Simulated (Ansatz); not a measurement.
**BSiHF (sextet): wave-function methods side by side, cc-pVDZ**

An exercise on one series of results from a longer session: the logs are not shown, and one member is left open.

The runs use Ansatz 0.2.0, Gaussian basis; cc-pVDZ, core rule «outside noble gas», up to 7 orbitals frozen.

To be run: UHF; CCSD(T) on ROHF; CCSD(T) on UHF; BCCD(T) on ROHF; CISD; CCSDT(Q) on ROHF; CCSDT(Q) on UHF; CASSCF and MRCISD+Q, 13 electrons in 11 orbitals; CASSCF and NEVPT2, 13 electrons in 11 orbitals.

25 further runs of the same task are left out: 13 that didn't finish, 12 set aside as unsound or not needed.

**What is computed**

The geometry is a PBE0/def2-TZVP stationary point (not a proven minimum) of the parent state, kept for this charge and spin.

4 atoms, charge 0, spin multiplicity 6.

Atoms are counted from 1 here; the program's logs count them from 0.

Bond lengths: B1–Si2 1.844 Å, Si2–F3 1.594 Å, Si2–H4 1.480 Å. Angles: B1–Si2–F3 125.8°, B1–Si2–H4 130.2°, F3–Si2–H4 104.0°.

Set-up of the first run:

in.yaml reads:

```yaml
crystal:
  periodic: [false, false, false]
  atoms:
    - {symbol: B, position_ang: [0.000000, -0.501036, 1.797314]}
    - {symbol: Si, position_ang: [0.000000, 0.361580, 0.166961]}
    - {symbol: F, position_ang: [0.000000, -0.345292, -1.261620]}
    - {symbol: H, position_ang: [0.000000, 1.807190, -0.149981]}
basis:
  gaussian: {orbitals: cc-pVDZ}
magnetization: {spin_polarized: true, initial_magnetization: 5}
hamiltonian: {xc: hf}
output: {orbitals: {seedname: orbitals}}
```

The run is started by

```console
> ansatz run in.yaml --threads 1 --pin off --events-out ev --progress --plain --max-ram 2393MiB
```

Steps of the session up to this table: UHF; CCSD(T) on ROHF; CCSD(T) on UHF; BCCD(T) on ROHF; CISD; CCSDT(Q) on ROHF; CCSDT(Q) on UHF; CASSCF and MRCISD+Q, 13 electrons in 11 orbitals; CASSCF and NEVPT2, 13 electrons in 11 orbitals.

One table of the session follows, with a row left open; its other results are not shown here.

| method | from UCCSDT(Q) (kJ/mol) |
| --- | --- |
| ROHF | +852.9 |
| UHF | +847.2 |
| RMP2 | +105.3 |
| UMP2 | +101.7 |
| CISD | +102.5 |
| RCCSD | +28.6 |
| UCCSD | +28.1 |
| RCCSD(T) | +6.2 |
| UCCSD(T) | +6.1 |
| BCCD(T) | +5.5 |
| RCCSDT | +2.3 |
| UCCSDT | ? |
| RCCSDT(Q) | +0.8 |
| UCCSDT(Q) | 0 |
| CASSCF frontier | +701.3 |
| NEVPT2 frontier | +160.7 |
| MRCISD frontier | +82.0 |
| MRCISD+Q frontier | +31.5 |

**Question.** Estimate the row for UCCSDT.

As computed: from UCCSDT(Q) (kJ/mol): +2.2. In the column «from UCCSDT(Q) (kJ/mol)» it lies between RCCSDT(Q) (+0.8) and RCCSDT (+2.3).

Limits of these values: Restricted and unrestricted rows rest on different reference determinants; where their highest levels disagree by more than a few hundredths of an eV, they describe different states and don't form one ladder.
